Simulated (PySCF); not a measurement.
Compound: SiH3 (charge +1).
Atom-mapped SMILES: `[SiH3+:1]` (hydrogens: H2, H3, H4 on Si1)

A GFN2-xTB structure was refined with PBE0-D3(BJ)/def2-SVP geometry optimisation, gas phase (PySCF 2.14.0). Its GFN2-xTB values:

```json
{"coordinate": "Si1–H2", "GFN2-xTB": "1.464 Å"}
{"coordinate": "Si1–H4", "GFN2-xTB": "1.464 Å"}
{"coordinate": "H2–Si1–H3", "GFN2-xTB": "120.0°"}
```

Problem. How do these coordinates change at the PBE0-D3(BJ)/def2-SVP level?

Solution. 
```json
{"coordinate": "Si1–H4", "PBE0-D3(BJ)/def2-SVP (Å or °)": "1.479", "change": "+0.015"}
{"coordinate": "Si1–H2", "PBE0-D3(BJ)/def2-SVP (Å or °)": "1.479", "change": "+0.015"}
{"coordinate": "H2–Si1–H3", "PBE0-D3(BJ)/def2-SVP (Å or °)": "120.0", "change": "0.0"}
```

The energy falls by 0.61 kJ/mol over 3 energy and gradient evaluations, the largest force component goes from 0.0056 to 1.9e-04 Eh/bohr, and the atoms move by 0.013 Å rms after alignment. Among the bonds, Si1–H2, Si1–H3 and Si1–H4 change most and about equally (+0.015 Å). Bonds longer at the end by more than 0.005 Å: 3 of 3; shorter: 0. Rotational constants go from 155924, 155892, 77954 to 152843, 152827, 76418 MHz.

The run used 33 basis functions and 15 SCF cycles in all.

No frequency check.
